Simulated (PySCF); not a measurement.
Bonds (- single, = double, # triple, : aromatic): F1-C2 1.361 Å, C2:C3 1.396 Å, C3:C4 1.425 Å, C4:C5 1.398 Å, C5:N6 1.365 Å, N6:C2 1.325 Å. C3 carries H7; C4 carries H8; C5 carries H9. Formal charges: N6 -1.

Total charge -1.

Geometry: PBE0-D3(BJ)/def2-SVP; GIAO shifts from PySCF, gas phase, non-relativistic, averaged over equivalent atoms.

At B97-D/pcSseg-2 (258 basis functions, 50 s wall time on 1 thread of an x86-64 server CPU, shared host):
| atoms | δ (ppm) |
| --- | --- |
| F1 | -156.5 |
| C2 | 165.8 |
| C5 | 114.7 |
| C4 | 98.2 |
| C3 | 74.4 |
| N6 | 256.3 |
| H9 | 6.02 |
| H8 | 5.70 |
| H7 | 4.92 |

References, each an isolated molecule treated in the same way: 19F (σref 154.18) vs CFCl3; 13C (σref 179.03) and 1H (σref 31.40) vs TMS; 15N (σref 257.90) vs NH3.

Question: Predict the values at HF/pcSseg-2 on the same geometry.

Answer: 
```tsv
atoms	δ at HF/pcSseg-2	change
F1	-110.2	+46.3
C2	167.3	+1.5
C5	122.7	+8.0
C4	104.4	+6.2
C3	76.2	+1.8
N6	261.5	+5.2
H9	6.12	+0.10
H8	5.71	+0.01
H7	4.93	+0.01
```

References, each an isolated molecule treated in the same way: 19F (σref 245.28) vs CFCl3; TMS for 13C (σref 191.47) and 1H (σref 31.68); NH3 for 15N (σref 260.75).

The largest change is at F1 (aryl fluorine). Cost: 258 basis functions, 14 s wall time on 1 thread of an Arm Neoverse V1, shared host. The order of the carbon signals is the same at both levels.

Unscaled 19F shifts against computed CFCl3 carry errors that often reach 10 to 50 ppm. Experimental scales use liquid or dissolved standards, which lie at an offset from isolated NH3 (liquid NH3: subtract about 20 ppm). Unscaled 15N shifts of sp2 nitrogen come out 20 to 40 ppm too high even then.
